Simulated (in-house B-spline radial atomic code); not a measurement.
Xe. Computed with a B-spline radial atomic code. Model: non-relativistic spherical atom: semilocal Troullier-Martins pseudo-atom, one channel per l, against all electrons, high spin, G0W0 and RPA with empty states to l = 8, local potential for every l without a channel, a model core (radius 0 = none) keeps its share of the functional.

Without relativity these are model numbers for so heavy an element.

What the tables leave out is listed at the end.

The pseudopotential gives back the lowest level of each angular momentum of its own functional in the configuration it was made in; a second state of the same l is only approximately right. Exact exchange, RPA and GW see the smooth pseudo-orbitals and miss the exchange with the core, for which the functional's share stands in. The column with an uncorrelated core keeps all orbitals and exact exchange, and so separates missing core correlation from pseudisation. Only the three outermost levels and the lowest empty one were computed. RPA here is direct RPA, with no exchange kernel, and its energies carry an (l + 1/2)⁻⁴ tail. A hybrid on a potential with a model core restores only its own semilocal share of the core's exchange.

Command:
```bash
python run_psgw.py task.json out
```
Settings (lengths in bohr, energies in hartree):
```
Z                      54
electrons              54
configuration          [Kr] 4d10 5s2 5p6
generated_in           [Kr] 4d10 5s2 5p6
functional             pbe,pbe
core_shells            8
radius_factor          0.9
core_correction        True
```

Time taken, with all properties: 36 s on 1 thread of Arm Neoverse N1, with other jobs on the host.

Given: made with PBE; model core radius 0.556 bohr; local radius 0.835 bohr; mean-field start PBE.

Valence shells of the generating configuration: 4d, 5s, 5p.

Channel: s 1.535, p 1.734, d 0.676 (radii in bohr).

Computed: largest level miss in the spin-unpolarised generating configuration 0.001 eV; valence RPA correlation energy all-electron orbitals -1.0904 hartree; valence RPA correlation energy pseudo -1.4458 hartree; pseudo-atom RPA polarisability 25.191 bohr³.

```csv
level,occupied,mean-field all-electron (eV),mean-field pseudo minus all (eV),G0W0 all-electron (eV),G0W0 uncorrelated core minus all (eV),G0W0 pseudo minus all (eV),exchange self-energy all-electron (eV),exchange self-energy pseudo (eV)
5p,1,-8.2896,0,-12.38,0.014,-0.442,-18.558,-17.493
```

Q: What is the all-electron RPA polarisability, core included?

A: 25.233 bohr³.

Given: mean-field start PBE0.

Computed: valence RPA correlation energy all-electron orbitals -1.0324 hartree; valence RPA correlation energy pseudo -1.3802 hartree; all-electron RPA polarisability, core included 22.112 bohr³.

| level | occupied | mean-field all-electron (eV) | mean-field pseudo minus all (eV) | G0W0 all-electron (eV) | G0W0 uncorrelated core minus all (eV) | G0W0 pseudo minus all (eV) | exchange self-energy all-electron (eV) | exchange self-energy pseudo (eV) |
| --- | --- | --- | --- | --- | --- | --- | --- | --- |
| 5p | 1 | -9.5731 | -0.081 | -12.614 | 0.016 | -0.379 | -18.558 | -17.767 |

Q: What is the pseudo-atom RPA polarisability?

A: 21.482 bohr³.

Among the listed levels the largest G0W0 shift of the pseudo-atom is -0.44 eV, for 5p on the PBE start, while leaving the core uncorrelated moves that level by +0.01 eV. So pseudisation and the lost core exchange, not the missing core correlation, make the error. Not in the tables (levels of low weight, unsolved or above zero; the highest and the empty levels are kept at any weight): on PBE the G0W0 levels 5s (pseudo minus all -0.08 eV, weights 0.14 and 0.15), 4d (pseudo minus all +3.26 eV, weights 0.48 and 0.49); on PBE0 the G0W0 levels 5s (pseudo minus all -0.65 eV, weights -0.03 and 0.25), 4d (pseudo minus all +7.60 eV, weights 0.05 and 0.61); no Hartree-Fock pseudo-atom is run with a model core.
